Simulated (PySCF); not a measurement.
Silicon: a sound run and one with changed settings

Sound run: Si [Ne] 3s2 3p2, Si⁺ [Ne] 3s2 3p1. Calculation: PySCF 2.14, in aug-cc-pVDZ-DK (5s4p2d, 27 functions); the spin-free X2C one-electron Hamiltonian (Gaussian nucleus). The sound run starts from symmetry-adapted Hartree-Fock orbitals and uses a fine grid where one is needed.

Changed run: 14 angular points. This setting is unsound on purpose.

```csv
species,method,sound run (hartree),changed run (hartree),converged
Si,UHF,-289.45293,-289.45293,yes
Si,LDA,-288.80088,-288.80138,yes
Si,TPSS,-289.99366,-289.99419,yes
Si⁺,UHF,-289.17216,-289.17216,yes
Si⁺,LDA,-288.49827,-288.49789,yes
Si⁺,TPSS,-289.69205,-289.69145,yes
```

Ionisation energy of Si:

| method | sound run (eV) | changed run (eV) |
| --- | --- | --- |
| UHF | 7.640 | 7.640 |
| LDA | 8.234 | 8.258 |
| TPSS | 8.207 | 8.238 |

A coarse angular grid integrates products of high-l functions wrongly, so density functionals can shift, and the SCF can exploit the error; Hartree-Fock and MP2 need no grid.

For comparison, NIST gives 8.152 eV between the lowest levels.
